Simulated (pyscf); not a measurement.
H₃C–Al(CH₃)–Cl + H atom (H•) → methane (CH₄) + [H₃C–Al–Cl]•, a substitution at C (doublet surface; Al–C broken, C–H formed). Optimised with ωB97X-D3(BJ)/def2-SVP in PySCF. Energies in kJ/mol from the separated reactants.

AM1 to PM7: differences of heats of formation from MOPAC, which are fitted to 298 K values and so differ in kind from electronic energies by zero-point and thermal terms. Open shells are spin-unrestricted. 

### Question
In single points AM1 puts the saddle at 53.8 kJ/mol and the reaction energy at -108.5 kJ/mol. Should these be trusted to within a few kcal/mol? Compare with ωB97M-D3(BJ)/def2-TZVP.

### Answer
ωB97M-D3(BJ)/def2-TZVP gives ΔE‡ = 96.9 kJ/mol and ΔE = -103.5 kJ/mol. AM1 lies 43.1 kJ/mol under it in the barrier and 5.1 kJ/mol under it in the reaction energy, so on this step it does not hold to within 12.6 kJ/mol. ωB97M-D3(BJ)/def2-TZVP has limits of its own. Abstraction by the radical was not located in this set and often lies lower. One saddle was located; it need not be the lowest between these sides. The angle at the attacked C is 162°.
